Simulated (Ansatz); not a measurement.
**C₂F₂S: up Jacob's ladder to CCSD(T)**

The task here is to estimate one member of a computed series from the others.

Program: Ansatz 0.2.0, Gaussian basis. Level of theory: functionals in def2-TZVPP, the program's frozen cores in correlated methods. These are calculated values, not measurements.

The runs, in order: LDA (SPW92), PBE-D4, revPBE-D4, BLYP-D4, r2SCAN-D4, B97M-V, PBE0-D4, B3LYP-D4, r2SCANh-D4, r2SCAN0-D4, HSE06-D4, BHLYP-D4, CAM-B3LYP-D4, LC-ωPBE, ωB97X-V, ωB97M-V, B2PLYP, PBE-QIDH; CCSD(T)/def2-SVP; CCSD(T)/def2-TZVPP; MP2/def2-QZVPP; extrapolation to the limit; RPA on PBE.

**Structure used throughout**

An earlier PBE0-D4 in a triple-zeta def2 set relaxation fixed the geometry.

SMILES `FC1=C(F)S1`, 5 atoms, charge 0, spin multiplicity 1.

Atoms are counted from 1 here; the program's logs count them from 0.

Bond lengths: F1–C2 1.291 Å, C2–C3 1.271 Å, C2–S5 1.828 Å, C3–F4 1.291 Å, C3–S5 1.828 Å. Angles: F1–C2–C3 151.9°, F1–C2–S5 138.5°, C3–C2–S5 69.7°, C2–C3–F4 151.9°, C2–C3–S5 69.7°, F4–C3–S5 138.5°, C2–S5–C3 40.7°.

The first run:

Contents of in.yaml:

```yaml
crystal:
  periodic: [false, false, false]
  atoms:
    - {symbol: F, position_ang: [0.438569, -0.144014, 1.848647]}
    - {symbol: C, position_ang: [0.183816, 0.082229, 0.603216]}
    - {symbol: C, position_ang: [-0.190029, -0.296196, -0.550806]}
    - {symbol: F, position_ang: [-0.605229, -1.200602, -1.373509]}
    - {symbol: S, position_ang: [0.222773, 1.484884, -0.568948]}
basis:
  gaussian: {orbitals: def2-TZVPP}
hamiltonian: {xc: lda}
output: {orbitals: {seedname: orbitals}}
```

Run with:

```
> ansatz run in.yaml --threads 2 --pin off --events-out ev --progress --plain --max-ram 4352MiB
```

Steps of the session up to this table: LDA; PBE-D4 (GGA); revPBE-D4 (GGA); BLYP-D4 (GGA); r2SCAN-D4 (meta-GGA); B97M-V (meta-GGA); PBE0-D4 (hybrid); B3LYP-D4 (hybrid); r2SCANh-D4 (hybrid); r2SCAN0-D4 (hybrid); HSE06-D4 (hybrid); BHLYP-D4 (hybrid); CAM-B3LYP-D4 (range-separated); LC-ωPBE (range-separated); ωB97X-V (range-separated); ωB97M-V (range-separated); B2PLYP (double hybrid); PBE-QIDH (double hybrid).

One table of the session follows, with a row left open; its other results are not shown here.

It belongs to the step «Orbital energies across the functionals». 

| functional | HOMO (eV) | gap (eV) |
| --- | --- | --- |
| LDA (SPW92) | -4.87 | 2.61 |
| PBE-D4 | -4.70 | 2.63 |
| revPBE-D4 | -4.64 | 2.64 |
| BLYP-D4 | -4.58 | 2.63 |
| r2SCAN-D4 | -4.89 | 2.93 |
| B97M-V | -4.94 | 3.07 |
| PBE0-D4 | -5.96 | 4.90 |
| B3LYP-D4 | -5.76 | 4.44 |
| r2SCANh-D4 | -5.37 | 3.79 |
| r2SCAN0-D4 | -6.08 | 5.08 |
| HSE06-D4 | -5.56 | 4.11 |
| BHLYP-D4 | ? | ? |
| CAM-B3LYP-D4 | -7.36 | 7.49 |
| LC-ωPBE | -8.72 | 10.11 |
| ωB97X-V | -8.33 | 9.60 |
| ωB97M-V | -8.17 | 9.37 |

Estimate the missing values for BHLYP-D4.

Worked estimate for «HOMO (eV)». Against the share of exact exchange, BLYP-D4 (0, -4.58), B3LYP-D4 (0.2, -5.76) give a slope of -5.90 per unit share; at 0.5 the line stands at -7.53.

As computed: HOMO (eV): -7.11; gap (eV): 7.16. In «HOMO (eV)» the line misses by -0.42.
